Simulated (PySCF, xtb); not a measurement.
H₄N₂, SMILES NN.

GFN2-xTB (xtb) at its own geometry gives an orbital gap of 9.94 eV and a dipole moment of 2.27 D.

Geometry: B3LYP-D3(BJ)/def2-TZVP.

### Question
What does PySCF with CAM-B3LYP/def2-TZVPD give? (The exact figures need the calculation; the answer reports its results.)

### Answer
gap 9.70 eV (levels -8.77 and 0.93 eV), dipole 1.95 D.
